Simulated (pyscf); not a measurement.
## Routes from H₂N–SiH(NH₂)–F + hydrogen (H₂)

Candidate steps break at most two bonds and form at most two. Each was searched with GFN2-xTB (tblite) first. Optimised with ωB97X-D3(BJ)/def2-SVP in PySCF. Energies: ωB97M-D3(BJ)/def2-TZVP, kcal/mol, from the separated reactants, singlet surface; ΔG‡ with ideal gas, 1 atm, RRHO with modes under 100 cm⁻¹ raised to 100, one conformer, R ln 2 for chiral ones without a mode under 150 cm⁻¹.

```json
[
 {"products": "H₂N–SiH₂–F + NH₃", "type": "four-centre exchange", "ΔE‡": "46.7", "ΔE": "+12.7", "ΔG‡ 298 K": "57.4", "ΔG‡ 900 K": "77.6", "ν‡ (cm⁻¹)": "1436i"},
 {"products": "H₂N–SiH₂–NH₂ + HF", "type": "four-centre exchange", "ΔE‡": "60.5", "ΔE": "+36.1", "ΔG‡ 298 K": "70.6", "ΔG‡ 900 K": "89.7", "ν‡ (cm⁻¹)": "1012i"}
]
```

Plain bond fissions and candidates not yet searched are not listed, and one of them may be faster. Each barrier is that of the saddle found; lower ones may exist.
